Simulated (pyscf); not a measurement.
A first-order saddle from PySCF, ωB97X-D3(BJ)/def2-SVP:

```
O
C 1 1.2667
O 2 1.2525 1 124.17
H 2 1.1082 3 118.83 1 -179.46
H 3 1.2366 2 99.77 4 -167.82
H 5 0.9863 3 163.29 2 21.89
Si 6 1.7227 5 111.47 3 -52.71
H 7 1.4871 6 95.48 5 -68.93
H 7 1.4992 8 110.77 6 -170.43
H 7 1.5066 8 109.44 6 80.58
```

Surface: singlet, charge 0. Lowest wavenumbers (cm⁻¹): 1243i, 124, 135, 268, 447.

Q: Which two sides does it connect, and which bonds change?

A: O=CH–OH + SiH₄ <-> O=CH–O–SiH₃ + H₂, a concerted two-bond exchange read from left to right: H–O, H–Si broken and O–Si, H–H formed. At ωB97M-D3(BJ)/def2-TZVP it lies +30.1 kcal/mol from the left side and +43.2 kcal/mol from the right (each side as separated species at their lowest minima found). This is the saddle that the search found; another between the same sides may lie lower.
